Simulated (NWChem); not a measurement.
System: BeH cation; SMILES [BeH+]

Input file for NWChem:

```
start job
memory heap 200 mb stack 900 mb global 1100 mb
charge 1
geometry units angstroms noautoz
  Be     0.000000     0.000000     0.251857
  H      0.000000     0.000000    -1.090495
end
basis spherical
  * library def2-svp
end
dft
  xc xpbe96 cpbe96
  grid xfine
  iterations 150
  mulliken
end
task dft gradient
```

Output (shortened):

```
             Northwest Computational Chemistry Package (NWChem) 7.3.0
             --------------------------------------------------------

 ORDER OF PRIMARY AXIS IS BEING SET TO 4
 C4V symmetry detected

                             Geometry "geometry" -> ""
                             -------------------------

 Output coordinates in angstroms (scale by  1.889725989 to convert to a.u.)

  No.       Tag          Charge          X              Y              Z
 ---- ---------------- ---------- -------------- -------------- --------------
    1 Be                   4.0000     0.00000000     0.00000000     0.26847040
    2 H                    1.0000     0.00000000     0.00000000    -1.07388160

 Effective nuclear repulsion energy (a.u.)       1.5768658265

      Symmetry information
      --------------------

 Group name             C4v
 Group number             18
 Group order               8
 No. of unique centers     2

  pbe96 is a nonlocal functional; adding pw91lda local functional.

                                 NWChem DFT Module
                                 -----------------

 Summary of "ao basis" -> "ao basis" (spherical)
 ------------------------------------------------------------------------------
       Tag                 Description            Shells   Functions and Types
 ---------------- ------------------------------  ------  ---------------------
 Be                         def2-svp                 5        9   3s2p
 H                          def2-svp                 3        5   2s1p

      Symmetry analysis of basis
      --------------------------

        a1          8
        a2          0
        b1          0
        b2          0
        e           6

            General Information
            -------------------
          SCF calculation type: DFT
          Wavefunction type:  closed shell.
          No. of atoms     :     2
          No. of electrons :     4
           Alpha electrons :     2
            Beta electrons :     2
          Charge           :     1
          Spin multiplicity:     1
          Use of symmetry is: on ; symmetry adaption is: on
          Maximum number of iterations: 150
          AO basis - number of functions:    14
                     number of shells:     8
          Convergence on energy requested:  1.00D-06
          Convergence on density requested:  1.00D-05
          Convergence on gradient requested:  5.00D-04

              XC Information
              --------------
          PerdewBurkeErnzerhof Exchange Functional  1.000
            Perdew 1991 LDA Correlation Functional  1.000 local
           PerdewBurkeErnz. Correlation Functional  1.000 non-local

             Grid Information
             ----------------
          Grid used for XC integration:  xfine
          Radial quadrature: Mura-Knowles
          Angular quadrature: Lebedev.
          Tag              B.-S. Rad. Rad. Pts. Rad. Cut. Ang. Pts.
          ---              ---------- --------- --------- ---------
          Be                  1.05      100           8.0      1454
          H                   0.35      100           8.0      1202
          Grid pruning is: on
          Number of quadrature shells:   200
          Spatial weights used:  Erf1

      Superposition of Atomic Density Guess
      -------------------------------------

 Sum of atomic energies:         -15.05300588

 Renormalizing density from       5.00 to      4

      Non-variational initial energy
      ------------------------------

 Total energy =     -12.687387
 1-e energy   =     -18.035097
 2-e energy   =       3.770845
 HOMO         =      -0.854694
 LUMO         =      -0.443635

      Symmetry analysis of molecular orbitals - initial
      -------------------------------------------------

  Numbering of irreducible representations:

     1 a1          2 a2          3 b1          4 b2          5 e

  Orbital symmetries:

     1 a1          2 a1          3 a1          4 e           5 e
     6 a1          7 a1          8 a1          9 e          10 e
    11 a1         12 e

     ---------------------------------------------
      Total Density - Mulliken Population Analysis
     ---------------------------------------------

    Atom       Charge   Shell Charges
 -----------   ------   -------------------------------------------------------
    1 Be   4     3.16   2.00  1.00  0.02  0.15  0.00
    2 H    1     0.84   0.60  0.22  0.02

   convergence    iter        energy       DeltaE   RMS-Dens  Diis-err
 ---------------- ----- ----------------- --------- --------- ---------
 d= 0,ls=0.0,diis     1    -14.8809185861 -1.65D+01  2.84D-02  5.02D-02
 d= 0,ls=0.0,diis     2    -14.8849048932 -3.99D-03  1.85D-02  1.23D-02
 d= 0,ls=0.0,diis     3    -14.8880719545 -3.17D-03  5.97D-03  2.14D-03
 d= 0,ls=0.0,diis     4    -14.8888293243 -7.57D-04  3.69D-04  7.54D-06
 d= 0,ls=0.0,diis     5    -14.8888319908 -2.67D-06  1.89D-05  4.01D-08
 d= 0,ls=0.0,diis     6    -14.8888320038 -1.30D-08  1.63D-06  1.30D-10

         Total DFT energy =      -14.888832003795
      One electron energy =      -21.102419491868
           Coulomb energy =        7.522147212142
    Exchange-Corr. energy =       -2.885425550618
 Nuclear repulsion energy =        1.576865826548

 Numeric. integr. density =        4.000000024621

                  Occupations of the irreducible representations
                  ----------------------------------------------

                     irrep           alpha         beta
                     --------     --------     --------
                     a1                2.0          2.0
                     a2                0.0          0.0
                     b1                0.0          0.0
                     b2                0.0          0.0
                     e                 0.0          0.0

                       DFT Final Molecular Orbital Analysis
                       ------------------------------------

 Vector    1  Occ=2.000000D+00  E=-4.296467D+00  Symmetry=a1
              MO Center= -7.3D-28,  7.2D-27,  2.7D-01, r^2= 6.7D-02
   Bfn.  Coefficient  Atom+Function         Bfn.  Coefficient  Atom+Function
  ----- ------------  ---------------      ----- ------------  ---------------
     1      0.991468  1 Be s                  2      0.035865  1 Be s

 Vector    2  Occ=2.000000D+00  E=-5.779294D-01  Symmetry=a1
              MO Center= -1.9D-16, -1.7D-16, -6.3D-01, r^2= 1.1D+00
   Bfn.  Coefficient  Atom+Function         Bfn.  Coefficient  Atom+Function
  ----- ------------  ---------------      ----- ------------  ---------------
     2      0.564538  1 Be s                 10      0.412770  2 H  s
     6      0.238711  1 Be pz                 1     -0.212493  1 Be s
    11      0.110273  2 H  s                 14      0.030827  2 H  pz

 Vector    3  Occ=0.000000D+00  E=-4.204467D-01  Symmetry=a1
              MO Center=  6.3D-16,  4.0D-16,  7.6D-01, r^2= 1.7D+00
   Bfn.  Coefficient  Atom+Function         Bfn.  Coefficient  Atom+Function
  ----- ------------  ---------------      ----- ------------  ---------------
     2      0.682509  1 Be s                  6     -0.532406  1 Be pz
    10     -0.209403  2 H  s                  1     -0.199653  1 Be s
     3      0.132012  1 Be s                 11     -0.130133  2 H  s
     9      0.104224  1 Be pz

 Vector    4  Occ=0.000000D+00  E=-3.412469D-01  Symmetry=e
              MO Center= -4.0D-16, -3.0D-16,  2.6D-01, r^2= 2.1D+00
   Bfn.  Coefficient  Atom+Function         Bfn.  Coefficient  Atom+Function
  ----- ------------  ---------------      ----- ------------  ---------------
     4      0.640484  1 Be px                 5      0.478183  1 Be py
     7     -0.229695  1 Be px                 8     -0.171489  1 Be py

 Vector    5  Occ=0.000000D+00  E=-3.412469D-01  Symmetry=e
              MO Center=  1.5D-16, -2.0D-16,  2.6D-01, r^2= 2.1D+00
   Bfn.  Coefficient  Atom+Function         Bfn.  Coefficient  Atom+Function
  ----- ------------  ---------------      ----- ------------  ---------------
     5      0.640484  1 Be py                 4     -0.478183  1 Be px
     8     -0.229695  1 Be py                 7      0.171489  1 Be px

     ---------------------------------------------
      Total Density - Mulliken Population Analysis
     ---------------------------------------------

    Atom       Charge   Shell Charges
 -----------   ------   -------------------------------------------------------
    1 Be   4     3.13   1.99  0.86  0.01  0.25  0.01
    2 H    1     0.87   0.67  0.19  0.01

     -------------------------------------------
      Total Density - Lowdin Population Analysis
     -------------------------------------------

    Atom       Charge   Shell Charges
 -----------   ------   -------------------------------------------------------
    1 Be   4     2.99   1.97  0.60  0.19  0.19  0.04
    2 H    1     1.01   0.59  0.40  0.03

     Multipole analysis of the density
     ---------------------------------

     L   x y z        total         alpha         beta         nuclear
     -   - - -        -----         -----         ----         -------
     0   0 0 0      1.000000     -2.000000     -2.000000      5.000000

     1   1 0 0      0.000000      0.000000      0.000000      0.000000
     1   0 1 0      0.000000      0.000000      0.000000      0.000000
     1   0 0 1      1.364847      0.682424      0.682424      0.000000

     2   2 0 0     -2.688160     -1.344080     -1.344080      0.000000
     2   1 1 0      0.000000      0.000000      0.000000      0.000000
     2   1 0 1      0.000000      0.000000      0.000000      0.000000
     2   0 2 0     -2.688160     -1.344080     -1.344080      0.000000
     2   0 1 1      0.000000      0.000000      0.000000      0.000000
     2   0 0 2     -1.145296     -3.146541     -3.146541      5.147786

            General Information
            -------------------
          SCF calculation type: DFT
          Wavefunction type:  closed shell.
          No. of atoms     :     2
          No. of electrons :     4
           Alpha electrons :     2
            Beta electrons :     2
          Charge           :     1
          Spin multiplicity:     1
          Use of symmetry is: on ; symmetry adaption is: on
          Maximum number of iterations: 150
          AO basis - number of functions:    14
                     number of shells:     8
          Convergence on energy requested:  1.00D-06
          Convergence on density requested:  1.00D-05
          Convergence on gradient requested:  5.00D-04

              XC Information
              --------------
          PerdewBurkeErnzerhof Exchange Functional  1.000
            Perdew 1991 LDA Correlation Functional  1.000 local
           PerdewBurkeErnz. Correlation Functional  1.000 non-local

             Grid Information
             ----------------
          Grid used for XC integration:  xfine
          Radial quadrature: Mura-Knowles
          Angular quadrature: Lebedev.
          Tag              B.-S. Rad. Rad. Pts. Rad. Cut. Ang. Pts.
          ---              ---------- --------- --------- ---------
          Be                  1.05      100           8.0      1454
          H                   0.35      100           8.0      1202
          Grid pruning is: on
          Number of quadrature shells:   200
          Spatial weights used:  Erf1

          Convergence Information
          -----------------------
          Convergence aids based upon iterative change in
          total energy or number of iterations.
          Levelshifting, if invoked, occurs when the
          HOMO/LUMO gap drops below (HL_TOL):  1.00D-02
          DIIS, if invoked, will attempt to extrapolate
          using up to (NFOCK): 10 stored Fock matrices.

                    Damping( 0%)  Levelshifting(0.5)       DIIS
                  --------------- ------------------- ---------------
          dE  on:    start            ASAP                start
          dE off:    2 iters        150 iters           150 iters

                            NWChem DFT Gradient Module
                            --------------------------

  charge          =   1.00
  wavefunction    = closed shell

  Using symmetry

                         DFT ENERGY GRADIENTS

    atom               coordinates                        gradient
                 x          y          z           x          y          z
   1 Be      0.000000   0.000000   0.507335    0.000000   0.000000  -0.000000
   2 H       0.000000   0.000000  -2.029342    0.000000   0.000000   0.000000
```

Level: PBE/def2-SVP. Structure relaxed at the PBE-D3(BJ)/def2-SVP level.
